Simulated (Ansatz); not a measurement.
Input (CCSDT(Q)/aug-cc-pVDZ; Ansatz, a first-principles code):

Ansatz 0.2 input:
```yaml
crystal:
  periodic: [false, false, false]
  atoms:
    - {symbol: N, position_ang: [-0.00000000, -0.00000000, -0.55206952]}
    - {symbol: N, position_ang: [0.00000000, 0.00000000, 0.55206952]}
basis:
  gaussian:
    orbitals: aug-cc-pVDZ
total_charge: 1
magnetization: {spin_polarized: true, initial_magnetization: 1}
correlation: {method: ccsdt_q, electrons: outside_noble_gas}
```

Output:

```
Functional definition: HF
integrals: 0.03 GiB planned
757 factors; integrals over basis functions are off by at most 1.6e-7 eV
mean field: 0.09 GiB planned
mean field evaluation 1: about -2948.7421 eV, gradient 1.0e1 eV
mean field evaluation 2: about -2948.7489 eV, gradient 9.9e0 eV
mean field evaluation 4: about -2949.2637 eV, gradient 8.4e-1 eV
mean field evaluation 8: about -2949.2690 eV, gradient 9.0e-5 eV
mean field evaluation 16: about -2949.2690 eV, gradient 5.1e-6 eV
mean field evaluation 32: about -2949.7904 eV, gradient 7.8e-2 eV
mean field evaluation 64: about -2949.6907 eV, gradient 7.7e-5 eV
mean field evaluation 96: about -2949.6907 eV, gradient 6.5e-6 eV
mean field evaluation 128: about -2949.7509 eV, gradient 4.4e-1 eV
mean field evaluation 160: about -2949.6919 eV, gradient 3.3e-2 eV
mean field evaluation 192: about -2949.5916 eV, gradient 2.7e-4 eV
mean field -2949.79063810 eV, -108.4028065103 hartree, gradient 2.9e-6 eV, S^2 0.816572; 13 other end points of the search recorded, 0 dependent functions left out
determinant -2949.79063810 eV, -108.4028065103 hartree, with singles and doubles -2957.47865127 eV, -108.6853357833 hartree
determinant -2949.77795417 eV, -108.4023403845 hartree, with singles and doubles -2958.07654472 eV, -108.7073079621 hartree
determinant -2949.69065696 eV, -108.3991322711 hartree, with singles and doubles -2957.01864034 eV, -108.6684306933 hartree
determinant -2949.59164671 eV, -108.3954937115 hartree, with singles and doubles -2958.07621514 eV, -108.7072958505 hartree
determinant -2949.26895264 eV, -108.3836349231 hartree, with singles and doubles -2958.23509430 eV, -108.7131345519 hartree
determinant -2949.79063810 eV, -108.4028065103 hartree, with singles and doubles -2957.47386400 eV, -108.6851598541 hartree
determinant -2949.77795417 eV, -108.4023403845 hartree, with singles and doubles -2958.09739351 eV, -108.7080741412 hartree
determinant -2949.69065696 eV, -108.3991322711 hartree, with singles and doubles -2957.01848399 eV, -108.6684249477 hartree
determinant -2949.59164671 eV, -108.3954937115 hartree, with singles and doubles -2958.08602203 eV, -108.7076562470 hartree
determinant -2949.26895264 eV, -108.3836349231 hartree, with singles and doubles -2958.23214416 eV, -108.7130261360 hartree
determinant -2949.79063810 eV, -108.4028065103 hartree, with singles and doubles -2957.00635146 eV, -108.6679790853 hartree
determinant -2949.77795417 eV, -108.4023403845 hartree, with singles and doubles -2958.19975248 eV, -108.7118357638 hartree
determinant -2949.59164671 eV, -108.3954937115 hartree, with singles and doubles -2958.22565781 eV, -108.7127877671 hartree
determinant -2949.26895264 eV, -108.3836349231 hartree, with singles and doubles -2958.23288447 eV, -108.7130533421 hartree
2 core orbitals not correlated
reference -2949.26895264 eV, -108.3836349231 hartree; 5, 4 occupied and 39, 40 virtual orbitals, 757 factors
second order -9.16181462 eV of doubles, -0.00000000 eV of singles
coupled cluster: 0.58 GiB planned
cycle   1  -8.25844436 eV  change    8.9e-1 eV  update   1.3e-1
cycle   2  -9.05897203 eV  change   -8.0e-1 eV  update   7.3e-2
cycle   3  -9.45066901 eV  change   -3.9e-1 eV  update   2.5e-2
cycle   4  -9.42908998 eV  change    2.2e-2 eV  update   8.9e-3
cycle   5  -9.43851917 eV  change   -9.4e-3 eV  update   4.0e-3
cycle   6  -9.44486350 eV  change   -6.3e-3 eV  update   1.4e-3
cycle   7  -9.44482150 eV  change    4.2e-5 eV  update   4.2e-4
cycle   8  -9.44491092 eV  change   -8.9e-5 eV  update   2.4e-4
cycle   9  -9.44478184 eV  change    1.3e-4 eV  update   1.2e-4
cycle  10  -9.44473816 eV  change    4.4e-5 eV  update   6.1e-5
cycle  11  -9.44482572 eV  change   -8.8e-5 eV  update   2.4e-5
cycle  12  -9.44485202 eV  change   -2.6e-5 eV  update   9.5e-6
cycle  13  -9.44485113 eV  change    8.8e-7 eV  update   3.3e-6
cycle  14  -9.44484531 eV  change    5.8e-6 eV  update   1.5e-6
cycle  15  -9.44484583 eV  change   -5.2e-7 eV  update   5.3e-7
cycle  16  -9.44484595 eV  change   -1.2e-7 eV  update   2.2e-7
coupled cluster: 0.58 GiB planned
perturbative correction -0.10126085 eV, -0.0037212677 hartree
WARN: these amplitudes may be one of several solutions (largest doubles amplitude 0.12, level shift 0.06 eV)
Total energy: -2958.81505944 eV, -108.7344478776 hartree
```

 The run finds its determinant to be a saddle point of the SCF energy.

The run carries these doubts: other roots.
